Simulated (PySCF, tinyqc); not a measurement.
CIS and TDHF on RHF in the sto-6g basis, for BH, spin multiplicity 1, step by step. The lowest restricted solution is unstable here: a spin-polarised one lies 0.0077 hartree lower (PySCF). Computed by tinyqc, a small Python program that keeps every step (integrals from PySCF). Settings: charge = 0, multiplicity = 1, basis = sto-6g, method = RHF, energy threshold = 1e-10, iteration cap = 73, orthogonalisation = symmetric, start = atomic densities, DIIS depth = 6, TDHF = 1. Command: `OMP_NUM_THREADS=1 python tinyqc.py 29922 29923 out.jsonl` (the two numbers bound the seeds that draw the settings). One thread of a shared host (Intel(R) Xeon(R) Processor @ 2.60GHz), about 0.1 s of CPU time with the checks. The early iterations of the SCF are left out here.

## One-electron integrals

Geometry (angstrom):
```
atom       x       y       z
B     0.0000  0.0000  0.0000
H     0.0000  0.0000  1.5300
```

Basis sto-6g: exponents (1/bohr^2) and contraction coefficients of normalised primitives:
```
element  l (shell)  exponent  coefficient
B            s (1)  506.0111       0.0092
B            s (1)   92.7768       0.0494
B            s (1)   25.9557       0.1685
B            s (1)    8.9164       0.3706
B            s (1)    3.4625       0.4165
B            s (1)    1.4261       0.1303
B            s (2)   23.1946      -0.0133
B            s (2)    4.5908      -0.0470
B            s (2)    1.4268      -0.0338
B            s (2)    0.5489       0.2502
B            s (2)    0.2384       0.5951
B            s (2)    0.1093       0.2407
B            p (3)   23.1946       0.0038
B            p (3)    4.5908       0.0377
B            p (3)    1.4268       0.1739
B            p (3)    0.5489       0.4180
B            p (3)    0.2384       0.4259
B            p (3)    0.1093       0.1017
H            s (1)   35.5232       0.0092
H            s (1)    6.5131       0.0494
H            s (1)    1.8221       0.1685
H            s (1)    0.6260       0.3706
H            s (1)    0.2431       0.4165
H            s (1)    0.1001       0.1303
```

Overlap, kinetic and nuclear-attraction integrals over the contracted functions; the nuclear repulsion is the sum of Za Zb / Rab.

nuclear repulsion = 1.729337 hartree

overlap S:
```
         1B 1s   1B 2s  1B 2px  1B 2py  1B 2pz   2H 1s
1B 1s   1.0000  0.2649  0.0000  0.0000  0.0000  0.0320
1B 2s   0.2649  1.0000  0.0000  0.0000  0.0000  0.3179
1B 2px  0.0000  0.0000  1.0000  0.0000  0.0000  0.0000
1B 2py  0.0000  0.0000  0.0000  1.0000  0.0000  0.0000
1B 2pz  0.0000  0.0000  0.0000  0.0000  1.0000  0.3628
2H 1s   0.0320  0.3179  0.0000  0.0000  0.3628  1.0000
```

kinetic energy T (hartree):
```
          1B 1s    1B 2s  1B 2px  1B 2py  1B 2pz    2H 1s
1B 1s   10.9472  -0.3339  0.0000  0.0000  0.0000  -0.0096
1B 2s   -0.3339   0.3745  0.0000  0.0000  0.0000   0.0247
1B 2px   0.0000   0.0000  1.1250  0.0000  0.0000   0.0000
1B 2py   0.0000   0.0000  0.0000  1.1250  0.0000   0.0000
1B 2pz   0.0000   0.0000  0.0000  0.0000  1.1250   0.1001
2H 1s   -0.0096   0.0247  0.0000  0.0000  0.1001   0.7685
```

nuclear attraction V (hartree):
```
           1B 1s    1B 2s   1B 2px   1B 2py   1B 2pz    2H 1s
1B 1s   -23.7376  -2.8358   0.0000   0.0000  -0.0118  -0.3767
1B 2s    -2.8358  -4.0928   0.0000   0.0000  -0.1095  -1.0617
1B 2px    0.0000   0.0000  -4.0686   0.0000   0.0000   0.0000
1B 2py    0.0000   0.0000   0.0000  -4.0686   0.0000   0.0000
1B 2pz   -0.0118  -0.1095   0.0000   0.0000  -4.1409  -1.1528
2H 1s    -0.3767  -1.0617   0.0000   0.0000  -1.1528  -2.9628
```

core Hamiltonian H = T + V (hartree):
```
           1B 1s    1B 2s   1B 2px   1B 2py   1B 2pz    2H 1s
1B 1s   -12.7903  -3.1697   0.0000   0.0000  -0.0118  -0.3863
1B 2s    -3.1697  -3.7184   0.0000   0.0000  -0.1095  -1.0370
1B 2px    0.0000   0.0000  -2.9435   0.0000   0.0000   0.0000
1B 2py    0.0000   0.0000   0.0000  -2.9435   0.0000   0.0000
1B 2pz   -0.0118  -0.1095   0.0000   0.0000  -3.0159  -1.0527
2H 1s    -0.3863  -1.0370   0.0000   0.0000  -1.0527  -2.1943
```

## Two-electron integrals

Functions are numbered as in S; the eight-fold symmetry (ij|kl) = (ji|kl) = (kl|ij) leaves the list below.

Two-electron integrals (ij|kl) in chemists' order, unique and non-zero (hartree):
```
(11|11) 2.9250   (21|11) 0.4808   (21|21) 0.0995   (22|11) 0.7434
(22|21) 0.1890   (22|22) 0.5449   (31|31) 0.0211   (32|31) 0.0309
(32|32) 0.1204   (33|11) 0.7434   (33|21) 0.1890   (33|22) 0.5449
(33|33) 0.5871   (41|41) 0.0211   (42|41) 0.0309   (42|42) 0.1204
(43|43) 0.0316   (44|11) 0.7434   (44|21) 0.1890   (44|22) 0.5449
(44|33) 0.5238   (44|44) 0.5871   (51|51) 0.0211   (52|51) 0.0309
(52|52) 0.1204   (53|53) 0.0316   (54|54) 0.0316   (55|11) 0.7434
(55|21) 0.1890   (55|22) 0.5449   (55|33) 0.5238   (55|44) 0.5238
(55|55) 0.5871   (61|11) 0.0598   (61|21) 0.0120   (61|22) 0.0227
(61|33) 0.0225   (61|44) 0.0225   (61|51) 0.0009   (61|52) 0.0018
(61|55) 0.0229   (61|61) 0.0015   (62|11) 0.1680   (62|21) 0.0436
(62|22) 0.1415   (62|33) 0.1372   (62|44) 0.1372   (62|51) 0.0051
(62|52) 0.0317   (62|55) 0.1499   (62|61) 0.0056   (62|62) 0.0550
(63|31) 0.0042   (63|32) 0.0199   (63|53) 0.0057   (63|63) 0.0054
(64|41) 0.0042   (64|42) 0.0199   (64|54) 0.0057   (64|64) 0.0054
(65|11) 0.1692   (65|21) 0.0445   (65|22) 0.1515   (65|33) 0.1438
(65|44) 0.1438   (65|51) 0.0085   (65|52) 0.0502   (65|55) 0.1670
(65|61) 0.0060   (65|62) 0.0685   (65|65) 0.0890   (66|11) 0.3445
(66|21) 0.0911   (66|22) 0.3346   (66|33) 0.3163   (66|44) 0.3163
(66|51) 0.0114   (66|52) 0.0971   (66|55) 0.3710   (66|61) 0.0119
(66|62) 0.1758   (66|65) 0.2363   (66|66) 0.7750
```

## Orthogonalisation

S = U s U^T; symmetric (Loewdin) form X = U s^(-1/2) U^T, so that X^T S X = 1.

eigenvalues of S: 0.4927  0.8029  1.0000  1.0000  1.1742  1.5303

X:
```
          1B 1s    1B 2s  1B 2px  1B 2py   1B 2pz    2H 1s
1B 1s    1.0287  -0.1449  0.0000  0.0000  -0.0069   0.0207
1B 2s   -0.1449   1.0767  0.0000  0.0000   0.0541  -0.1927
1B 2px   0.0000   0.0000  1.0000  0.0000   0.0000   0.0000
1B 2py   0.0000   0.0000  0.0000  1.0000   0.0000   0.0000
1B 2pz  -0.0069   0.0541  0.0000  0.0000   1.0599  -0.2142
2H 1s    0.0207  -0.1927  0.0000  0.0000  -0.2142   1.1067
```

## Iteration 8 (converged): orbitals

converged F (hartree):
```
          1B 1s    1B 2s  1B 2px  1B 2py   1B 2pz    2H 1s
1B 1s   -7.4554  -2.0828  0.0000  0.0000  -0.0185  -0.2577
1B 2s   -2.0828  -0.9699  0.0000  0.0000  -0.0077  -0.3550
1B 2px   0.0000   0.0000  0.2578  0.0000   0.0000   0.0000
1B 2py   0.0000   0.0000  0.0000  0.2578   0.0000   0.0000
1B 2pz  -0.0185  -0.0077  0.0000  0.0000  -0.0378  -0.3362
2H 1s   -0.2577  -0.3550  0.0000  0.0000  -0.3362  -0.2490
```

Diagonalise F' = X^T F X, C = X C', fill 3 alpha and 3 beta electrons from the bottom; D = 2 C_occ C_occ^T. Each column has its largest component positive (the first on a tie).

F' = X^T F X (hartree):
```
         1        2       3       4        5        6
1  -7.2970  -1.0550  0.0000  0.0000  -0.0376   0.0006
2  -1.0550  -0.5012  0.0000  0.0000   0.0992  -0.2540
3   0.0000   0.0000  0.2578  0.0000   0.0000   0.0000
4   0.0000   0.0000  0.0000  0.2578   0.0000   0.0000
5  -0.0376   0.0992  0.0000  0.0000   0.1039  -0.3676
6   0.0006  -0.2540  0.0000  0.0000  -0.3676  -0.0308
```

orbital energies (hartree): MO1 -7.4572, MO2 -0.5017, MO3 -0.2483, MO4 0.2578, MO5 0.2578, MO6 0.4822

coefficients C:
```
            MO1      MO2      MO3      MO4     MO5      MO6
1B 1s    0.9953  -0.2242  -0.1679   0.0000  0.0000   0.1024
1B 2s    0.0176   0.7419   0.6671   0.0000  0.0000  -0.4740
1B 2px   0.0000   0.0000   0.0000   0.7983  0.6022   0.0000
1B 2py   0.0000   0.0000   0.0000  -0.6022  0.7983   0.0000
1B 2pz   0.0036   0.1541  -0.5765   0.0000  0.0000  -0.9033
2H 1s   -0.0034   0.4535  -0.5013   0.0000  0.0000   0.9226
```

D after iteration 8:
```
          1B 1s    1B 2s  1B 2px  1B 2py   1B 2pz    2H 1s
1B 1s    2.1382  -0.5217  0.0000  0.0000   0.1316  -0.0419
1B 2s   -0.5217   1.9914  0.0000  0.0000  -0.5404   0.0038
1B 2px   0.0000   0.0000  0.0000  0.0000   0.0000   0.0000
1B 2py   0.0000   0.0000  0.0000  0.0000   0.0000   0.0000
1B 2pz   0.1316  -0.5404  0.0000  0.0000   0.7122   0.7178
2H 1s   -0.0419   0.0038  0.0000  0.0000   0.7178   0.9140
```

Within a degenerate level the vectors are fixed only up to a rotation; this is one choice.

## Convergence

Stop when the energy changes by less than 1e-10 hartree and every element of the error matrix X^T (F D S - S D F) X is below 3e-06.

Course of the cycle:
```
iteration  E (hartree)     change  largest element of the error matrix
1           -24.841516          -                             3.18e-01
2           -24.935735  -9.42e-02                             1.78e-01
3           -24.962124  -2.64e-02                             3.19e-02
4           -24.963694  -1.57e-03                             4.54e-03
5           -24.963732  -3.75e-05                             1.85e-04
6           -24.963732  -5.44e-08                             8.65e-06
7           -24.963732  -1.50e-10                             3.82e-10
8           -24.963732  -7.11e-15                             6.89e-10
```

PySCF RHF in the same basis = -24.963732 hartree

Converged in 8 iterations.

## Integrals over molecular orbitals

(pq|rs) = sum C_ip C_jq C_kr C_ls (ij|kl), one index at a time.

one-electron integrals over orbitals h = C^T H C (hartree):
```
          1        2        3        4        5        6
1  -12.7804   0.2957   0.2120   0.0000   0.0000  -0.1330
2    0.2957  -2.9483  -0.2372   0.0000   0.0000   0.4606
3    0.2120  -0.2372  -2.7571   0.0000   0.0000  -0.3157
4    0.0000   0.0000   0.0000  -2.9435   0.0000   0.0000
5    0.0000   0.0000   0.0000   0.0000  -2.9435   0.0000
6   -0.1330   0.4606  -0.3157   0.0000   0.0000  -2.4935
```

Two-electron integrals over orbitals (pq|rs), unique and non-zero (hartree):
```
(11|11) 2.9037      (21|11) -0.2604     (21|21) 0.0383      (22|11) 0.6090
(22|21) -0.0072     (22|22) 0.5040      (31|11) -0.1937     (31|21) 0.0259
(31|22) -0.0153     (31|31) 0.0290      (32|11) 0.1347      (32|21) -0.0091
(32|22) -0.0461     (32|31) 0.0045      (32|32) 0.1062      (33|11) 0.6343
(33|21) -0.0119     (33|22) 0.4345      (33|31) 0.0032      (33|32) 0.0397
(33|33) 0.5064      (41|41) 0.0220      (42|41) 0.0215      (42|42) 0.0723
(43|41) 0.0159      (43|42) 0.0448      (43|43) 0.0499      (44|11) 0.7431
(44|21) -0.0091     (44|22) 0.4598      (44|31) -0.0062     (44|32) 0.0700
(44|33) 0.4698      (44|44) 0.5871      (51|51) 0.0220      (52|51) 0.0215
(52|52) 0.0723      (53|51) 0.0159      (53|52) 0.0448      (53|53) 0.0499
(54|54) 0.0316      (55|11) 0.7431      (55|21) -0.0091     (55|22) 0.4598
(55|31) -0.0062     (55|32) 0.0700      (55|33) 0.4698      (55|44) 0.5238
(55|55) 0.5871      (61|11) 0.1204      (61|21) -0.0210     (61|22) -0.0068
(61|31) -0.0019     (61|32) 0.0151      (61|33) 0.0174      (61|44) 0.0038
(61|55) 0.0038      (61|61) 0.0245      (62|11) -0.1761     (62|21) 0.0030
(62|22) -0.0360     (62|31) 0.0128      (62|32) -0.0444     (62|33) -6.28e-05
(62|44) -0.0924     (62|55) -0.0924     (62|61) 0.0094      (62|62) 0.1097
(63|11) 0.1311      (63|21) -0.0033     (63|22) -0.0224     (63|31) 0.0057
(63|32) 0.0932      (63|33) 0.0520      (63|44) 0.0704      (63|55) 0.0704
(63|61) 0.0097      (63|62) -0.0617     (63|63) 0.1090      (64|41) -0.0092
(64|42) -0.0322     (64|43) -0.0043     (64|64) 0.0287      (65|51) -0.0092
(65|52) -0.0322     (65|53) -0.0043     (65|65) 0.0287      (66|11) 0.6330
(66|21) -0.0058     (66|22) 0.5168      (66|31) -0.0152     (66|32) -0.0620
(66|33) 0.4598      (66|44) 0.4532      (66|55) 0.4532      (66|61) -0.0087
(66|62) -0.0104     (66|63) -0.0370     (66|66) 0.5656
```

## CIS matrix, singlets

A(ia,jb) = (e_a - e_i) d_ij d_ab + 2 (ia|jb) - (ij|ab).

CIS matrix A, singlet (hartree):
```
        1>4     1>5     1>6     2>4     2>5      2>6     3>4     3>5
1>4  7.0159  0.0000  0.0000  0.0522  0.0000   0.0000  0.0380  0.0000
1>5  0.0000  7.0159  0.0000  0.0000  0.0522   0.0000  0.0000  0.0380
1>6  0.0000  0.0000  7.3556  0.0000  0.0000   0.0247  0.0000  0.0000
2>4  0.0522  0.0000  0.0000  0.4443  0.0000   0.0000  0.0195  0.0000
2>5  0.0000  0.0522  0.0000  0.0000  0.4443   0.0000  0.0000  0.0195
2>6  0.0000  0.0000  0.0247  0.0000  0.0000   0.6866  0.0000  0.0000
3>4  0.0380  0.0000  0.0000  0.0195  0.0000   0.0000  0.1360  0.0000
3>5  0.0000  0.0380  0.0000  0.0000  0.0195   0.0000  0.0000  0.1360
3>6  0.0000  0.0000  0.0346  0.0000  0.0000  -0.0615  0.0000  0.0000

         3>6
1>4   0.0000
1>5   0.0000
1>6   0.0346
2>4   0.0000
2>5   0.0000
2>6  -0.0615
3>4   0.0000
3>5   0.0000
3>6   0.4888
```

## CIS singlet states

dipole integrals <i|r|a> (bohr):
```
          x        y        z
1>4  0.0913  -0.0689   0.0000
1>5  0.0689   0.0913   0.0000
1>6  0.0000   0.0000  -0.0940
2>4  0.6369  -0.4804   0.0000
2>5  0.4804   0.6369   0.0000
2>6  0.0000   0.0000   0.5444
3>4  0.4056  -0.3060   0.0000
3>5  0.3060   0.4056   0.0000
3>6  0.0000   0.0000  -1.2667
```

Diagonalise A (1 hartree = 27.211386 eV); each vector has its largest component positive (the first on a tie). The transition dipole is mu = sqrt2 sum c_ia <i|r|a>.

singlet excitation energies (eV): 3.6614  3.6614  12.1114  12.1114  12.8155  19.1618  190.9296  190.9296  200.1619

lowest vectors:
```
     state 1  state 2  state 3  state 4  state 5  state 6
1>4  -0.0006  -0.0050  -0.0083   0.0001   0.0000   0.0000
1>5  -0.0050   0.0006  -0.0001  -0.0083   0.0000   0.0000
1>6   0.0000   0.0000   0.0000   0.0000  -0.0058  -0.0021
2>4  -0.0074  -0.0615   0.9980  -0.0111   0.0000   0.0000
2>5  -0.0615   0.0074   0.0111   0.9980   0.0000   0.0000
2>6   0.0000   0.0000   0.0000   0.0000   0.2749   0.9615
3>4   0.1192   0.9909   0.0619  -0.0007   0.0000   0.0000
3>5   0.9909  -0.1192   0.0007   0.0619   0.0000   0.0000
3>6   0.0000   0.0000   0.0000   0.0000   0.9614  -0.2749
```

oscillator strengths 2/3 w |mu|^2: 0.0375  0.0375  0.4056  0.4056  0.7158  0.7138

Within a degenerate level the vectors are fixed only up to a rotation; this is one choice.

## TDHF (RPA) singlet states

B(ia,jb) = 2 (ia|jb) - (ib|ja); the squared energies are the eigenvalues of (A - B)(A + B); 1 hartree = 27.211386 eV.

TDHF matrix B, singlet (hartree):
```
        1>4     1>5     1>6     2>4     2>5      2>6     3>4     3>5
1>4  0.0220  0.0000  0.0000  0.0215  0.0000   0.0000  0.0159  0.0000
1>5  0.0000  0.0220  0.0000  0.0000  0.0215   0.0000  0.0000  0.0159
1>6  0.0000  0.0000  0.0245  0.0000  0.0000   0.0094  0.0000  0.0000
2>4  0.0215  0.0000  0.0000  0.0723  0.0000   0.0000  0.0448  0.0000
2>5  0.0000  0.0215  0.0000  0.0000  0.0723   0.0000  0.0000  0.0448
2>6  0.0000  0.0000  0.0094  0.0000  0.0000   0.1097  0.0000  0.0000
3>4  0.0159  0.0000  0.0000  0.0448  0.0000   0.0000  0.0499  0.0000
3>5  0.0000  0.0159  0.0000  0.0000  0.0448   0.0000  0.0000  0.0499
3>6  0.0000  0.0000  0.0097  0.0000  0.0000  -0.0617  0.0000  0.0000

         3>6
1>4   0.0000
1>5   0.0000
1>6   0.0097
2>4   0.0000
2>5   0.0000
2>6  -0.0617
3>4   0.0000
3>5   0.0000
3>6   0.1090
```

squared energies w^2 (hartree^2): 0.0152  0.0152  0.1894  0.1894  0.2133  0.4728  49.2298  49.2298  54.1071

TDHF energies from the positive w^2 (eV): 3.3503  3.3503  11.8416  11.8416  12.5675  18.7109  190.9258  190.9258  200.1602

## CIS matrix, triplets

A(ia,jb) = (e_a - e_i) d_ij d_ab - (ij|ab).

CIS matrix A, triplet (hartree):
```
        1>4     1>5     1>6      2>4      2>5     2>6      3>4      3>5
1>4  6.9719  0.0000  0.0000   0.0091   0.0000  0.0000   0.0062   0.0000
1>5  0.0000  6.9719  0.0000   0.0000   0.0091  0.0000   0.0000   0.0062
1>6  0.0000  0.0000  7.3065   0.0000   0.0000  0.0058   0.0000   0.0000
2>4  0.0091  0.0000  0.0000   0.2998   0.0000  0.0000  -0.0700   0.0000
2>5  0.0000  0.0091  0.0000   0.0000   0.2998  0.0000   0.0000  -0.0700
2>6  0.0000  0.0000  0.0058   0.0000   0.0000  0.4672   0.0000   0.0000
3>4  0.0062  0.0000  0.0000  -0.0700   0.0000  0.0000   0.0362   0.0000
3>5  0.0000  0.0062  0.0000   0.0000  -0.0700  0.0000   0.0000   0.0362
3>6  0.0000  0.0000  0.0152   0.0000   0.0000  0.0620   0.0000   0.0000

        3>6
1>4  0.0000
1>5  0.0000
1>6  0.0152
2>4  0.0000
2>5  0.0000
2>6  0.0620
3>4  0.0000
3>5  0.0000
3>6  0.2707
```

## CIS triplet states

Diagonalise A (1 hartree = 27.211386 eV); each vector has its largest component positive (the first on a tie).

triplet excitation energies (eV): 0.5112  0.5112  6.8791  8.6327  8.6327  13.1998  189.7166  189.7166  198.8213

lowest vectors:
```
     state 1  state 2  state 3  state 4  state 5  state 6
1>4  -0.0003  -0.0011   0.0000  -0.0009   0.0006   0.0000
1>5  -0.0011   0.0003   0.0000  -0.0006  -0.0009   0.0000
1>6   0.0000   0.0000  -0.0018   0.0000   0.0000  -0.0014
2>4   0.0652   0.2329   0.0000   0.8248  -0.5111   0.0000
2>5   0.2329  -0.0652   0.0000   0.5111   0.8248   0.0000
2>6   0.0000   0.0000  -0.2777   0.0000   0.0000   0.9607
3>4   0.2616   0.9344   0.0000  -0.2056   0.1274   0.0000
3>5   0.9344  -0.2616   0.0000  -0.1274  -0.2056   0.0000
3>6   0.0000   0.0000   0.9607   0.0000   0.0000   0.2777
```

Within a degenerate level the vectors are fixed only up to a rotation; this is one choice.

## TDHF (RPA) triplet states

B(ia,jb) = - (ib|ja); the squared energies are the eigenvalues of (A - B)(A + B); 1 hartree = 27.211386 eV.

TDHF matrix B, triplet (hartree):
```
         1>4      1>5      1>6      2>4      2>5      2>6      3>4      3>5
1>4  -0.0220   0.0000   0.0000  -0.0215   0.0000   0.0000  -0.0159   0.0000
1>5   0.0000  -0.0220   0.0000   0.0000  -0.0215   0.0000   0.0000  -0.0159
1>6   0.0000   0.0000  -0.0245   0.0000   0.0000  -0.0094   0.0000   0.0000
2>4  -0.0215   0.0000   0.0000  -0.0723   0.0000   0.0000  -0.0448   0.0000
2>5   0.0000  -0.0215   0.0000   0.0000  -0.0723   0.0000   0.0000  -0.0448
2>6   0.0000   0.0000  -0.0094   0.0000   0.0000  -0.1097   0.0000   0.0000
3>4  -0.0159   0.0000   0.0000  -0.0448   0.0000   0.0000  -0.0499   0.0000
3>5   0.0000  -0.0159   0.0000   0.0000  -0.0448   0.0000   0.0000  -0.0499
3>6   0.0000   0.0000  -0.0097   0.0000   0.0000   0.0617   0.0000   0.0000

         3>6
1>4   0.0000
1>5   0.0000
1>6  -0.0097
2>4   0.0000
2>5   0.0000
2>6   0.0617
3>4   0.0000
3>5   0.0000
3>6  -0.1090
```

squared energies w^2 (hartree^2): -0.0054  -0.0054  0.0411  0.0947  0.0947  0.2266  48.6063  48.6063  53.3847

TDHF energies from the positive w^2 (eV): 5.5157  8.3724  8.3724  12.9523  189.7128  189.7128  198.8196

A + B or A - B has a negative eigenvalue: the restricted solution is unstable towards a spin-polarised one, a negative w^2 means an imaginary energy, and the lowest roots have no physical meaning.
